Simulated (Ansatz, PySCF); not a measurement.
Molecule: CH₆N (charge +1, singlet). It need not be the lowest isomer of its formula. 
Structure (B3LYP-D3(BJ)/def2-TZVP (Ansatz, a quantum-chemistry and plane-wave program) minimum search):
```
N
H 1 1.0236
H 1 1.0236 2 107.49
H 1 1.0236 2 107.49 3 -115.44
C 1 1.5112 2 111.39 4 -122.28
H 5 1.0861 1 108.23 2 180.00
H 5 1.0861 6 110.68 1 118.46
H 5 1.0861 6 110.68 7 123.09
```
Charge +1, spin multiplicity 1.

Total electronic energies in hartree. Correlated levels leave the core frozen unless marked. No spin-orbit coupling. Non-relativistic. CBS(X,Y): correlation extrapolated as X^-3; Hartree-Fock from the larger set. [CCSD(T)-MP2]/basis is that difference in the basis named.

```csv
level,program,energy (Eh)
B3LYP/def2-TZVPD,Ansatz,-96.25723
PBE0/STO-3G,Ansatz,-94.95660
PBE0-D3(BJ)/def2-TZVPD,Ansatz + dftd3,-96.13750
PBE0-D4/def2-TZVP,Ansatz + dftd4,-96.13596
PBE0/def2-QZVPP,Ansatz,-96.14323
TPSSh/def2-TZVPD,PySCF,-96.26026
PW6B95/def2-TZVPD,PySCF,-96.36509
HSE06-D4/def2-TZVPD,Ansatz + dftd4,-96.13051
B2GP-PLYP-D3(BJ)/def2-TZVPD,Ansatz + dftd3,-96.14215
RI-MP2/def2-TZVPP,Ansatz,-96.01655
SCS-MP2/STO-3G,Ansatz,-94.58401
SCS-MP2/6-31G*,Ansatz,-95.86929
CCSD(T)/cc-pVDZ,PySCF,-95.95157
"RI-MP2/CBS(def2-TZVPP,def2-QZVPP)+[CCSD(T)-MP2]/def2-SVP",Ansatz,-96.1067
"RI-MP2/CBS(cc-pVTZ,cc-pVQZ)+[CCSD(T)-MP2]/cc-pVTZ",Ansatz,-96.1063
```

Totals of different functionals don't rank their quality; only differences between species are comparable.
